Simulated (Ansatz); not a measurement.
## Dissociation curves of CH5N+ (SMILES C[NH2+])

CH5N+ has 7 atoms, charge +1, and is taken as a doublet. SMILES: `C[NH2+]`. The coordinates come from a GFN2-xTB relaxation.

```xyz
7

C    -0.4626   -0.1387   -0.2854
N     0.6921    0.2256    0.3582
H    -1.1080   -0.7951    0.3523
H    -0.2685   -0.7454   -1.1784
H    -1.1262    0.7224   -0.4604
H     1.5569   -0.2903    0.2256
H     0.7163    1.0214    0.9881
```

The C1–H5 distance is scanned; the parts on either side stay rigid. Basis STO-3G, 2 core orbitals frozen in the correlated methods; program Ansatz 0.2.0. FCI is exact within this basis and core. Energies in eV from each method's value at 1.101 Å; open shells run as named. The shape above is that at 1.101 Å.

```
distance (Å)  UBHLYP  U-r2SCAN0  UMP2  UCCSD(T)  UCCSDT(Q)   FCI
       1.101    0.00       0.00  0.00      0.00       0.00  0.00
       1.376    1.01       0.97  0.95      0.82       0.81  0.81
       1.652    2.74       2.65  2.89      2.34       2.32  2.32
       2.202    4.75       4.62  4.59      4.14       4.07  4.08
       2.753    5.25       5.17  4.83      4.30       4.20  4.21
```

Departure from the FCI curve at its largest: UBHLYP +1.05 eV at 2.75 Å; U-r2SCAN0 +0.96 eV at 2.75 Å; UMP2 +0.62 eV at 2.75 Å; UCCSD(T) +0.10 eV at 2.75 Å; UCCSDT(Q) -0.01 eV at 2.75 Å. For the functionals part of the departure is owed to the small basis.
